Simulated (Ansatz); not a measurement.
# BHCl₂: small, medium and large basis sets

How large a basis does BHCl₂ need? Two functionals and correlated methods are run in growing sets.

Computed with Ansatz 0.2.0, Gaussian basis. Level: one geometry, several basis sets.

Levels to be run: PBE0-D4/def2-SVP; ωB97M-V/def2-SVP; PBE0-D4/def2-QZVPP; ωB97M-V/def2-QZVPP; CCSD(T)/cc-pV(D+d)Z; CCSD(T)/cc-pV(T+d)Z; CCSD(T)/cc-pV(Q+d)Z; the functionals' def2-TZVPP values are taken from earlier runs.

### Step 1. The geometry

All runs share one geometry, relaxed beforehand with PBE0-D4 in a triple-zeta def2 set.

SMILES `ClBCl`, 4 atoms, charge 0, spin multiplicity 1.

Atoms are counted from 1 here; the program's logs count them from 0.

Bond lengths: Cl1–B2 1.734 Å, B2–Cl3 1.734 Å, B2–H4 1.187 Å. Angles: Cl1–B2–Cl3 120.7°, Cl1–B2–H4 119.7°, Cl3–B2–H4 119.7°.

### Step 2. PBE0-D4 in def2-SVP

in.yaml

```yaml
crystal:
  periodic: [false, false, false]
  atoms:
    - {symbol: Cl, position_ang: [-1.520740, -0.680178, -0.004176]}
    - {symbol: B, position_ang: [0.026401, 0.100158, -0.068738]}
    - {symbol: Cl, position_ang: [1.410714, -0.614525, 0.692605]}
    - {symbol: H, position_ang: [0.139025, 1.134246, -0.639991]}
basis:
  gaussian: {orbitals: def2-SVP}
hamiltonian: {xc: pbe0, dispersion: d4}
output: {orbitals: {seedname: orbitals}}
```

On the command line:

```sh
$ ansatz run in.yaml --threads 2 --pin off --events-out ev --progress --plain --max-ram 32768MiB --backend cpu
```

The runs that follow: ωB97M-V in def2-SVP; PBE0-D4 in def2-QZVPP; ωB97M-V in def2-QZVPP; CCSD(T) in cc-pV(D+d)Z; CCSD(T) in cc-pV(T+d)Z; CCSD(T) in cc-pV(Q+d)Z.

**Question.** What will the summary of the whole plan be? Wanted: MP2 correlation recovered, cc-pV(D+d)Z; MP2 correlation recovered, cc-pV(T+d)Z; MP2 correlation recovered, cc-pV(Q+d)Z; CCSD(T) limit from def2 sets; PBE0-D4: double and triple zeta above quadruple; ωB97M-V: double and triple zeta above quadruple.

**Answer**, as computed:

```
                                                                 quantity           value
                                   MP2 correlation recovered, cc-pV(D+d)Z          64.9 %
                                   MP2 correlation recovered, cc-pV(T+d)Z          86.1 %
                                   MP2 correlation recovered, cc-pV(Q+d)Z          94.2 %
CCSD(T) limit from def2 sets (earlier runs) less the limit of this series        -118 meV
                          PBE0-D4: double and triple zeta above quadruple  10.07, 0.77 eV
                          ωB97M-V: double and triple zeta above quadruple   9.96, 0.73 eV
```

**Reading.** PBE0-D4 gains 9.29 eV from double to triple zeta, then 0.77 eV more. In cc-pV(D+d)Z MP2 holds 65 % of its limit, in cc-pV(Q+d)Z 94 %, while Hartree-Fock is within 0.071 eV in the largest set. A limit from the def2 sets, made apart, differs by 118 meV, a least measure of the doubt on such a limit. Total energies overstate the basis error of differences, where much of it tends to cancel.
